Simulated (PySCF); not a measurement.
**Exact mass, isotope pattern and composition**

Species: thiophene, `c1ccsc1`.

All values are calculated from tables of isotopes.

(1) What are the average molar mass and the monoisotopic mass?

(2) Work out the cluster of the molecular ion M+•, one line a nominal mass.

(3) Resolve the fine structure: one atom at a time replaced by a minor isotope.

(4) Give the mass fraction of each element.

(5) What share of all molecules is the monoisotopic species?

(6) Which m/z would the protonated, sodiated and deprotonated molecule have?

Answers

(1) For C4H4S, with standard atomic weights, 4 × 12.011 + 1 × 32.060 + 4 × 1.008 = 84.136 g/mol. From the most abundant isotopes (12C, 32S, 1H), 4 × 12.000000 + 1 × 31.972071 + 4 × 1.007825 = 84.0034 u.

(2) 
```json
{"nominal mass": "84", "m/z (centroid)": "84.0028", "relative intensity": "100.0"}
{"nominal mass": "85", "m/z (centroid)": "85.0056", "relative intensity": "5.2"}
{"nominal mass": "86", "m/z (centroid)": "85.9988", "relative intensity": "4.6"}
{"nominal mass": "87", "m/z (centroid)": "87.0021", "relative intensity": "0.2"}
```

Lines under 0.1 % of the tallest are left out. One electron mass, 0.00055 u, is taken off.

(3) Intensity in % of the monoisotopic species:

```
isotope  mass shift (u)      m/z  intensity (%)
    33S        +0.99939  85.0022           0.80
    13C        +1.00335  85.0062           4.33
     2H        +1.00628  85.0091           0.05
    34S        +1.99580  85.9986           4.52
    36S        +3.99501  87.9978           0.02
```

Species under 0.02 % are left out.

(4) C 57.10 %, S 38.10 %, H 4.79 %.

(5) 0.9893^4 × 0.9493 × 0.999885^4 = 90.89 %.

(6) [M+H]+ 85.0106, [M+Na]+ 106.9926, [M−H]− 82.9961, for the monoisotopic species (arithmetic only; whether such ions form is another matter).
